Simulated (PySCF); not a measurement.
F₃N, SMILES FN(F)F. Geometry optimised at B3LYP-D3(BJ)/def2-TZVP.

Computed equilibrium geometry at B3LYP-D3(BJ)/def2-TZVP (PySCF confirms it by a frequency run) as a Z-matrix, and its point group:
point group C3v.
```
N
F 1 1.3780
F 1 1.3780 2 102.01
F 1 1.3780 2 102.01 3 105.23
```
Charge 0, spin multiplicity 1.
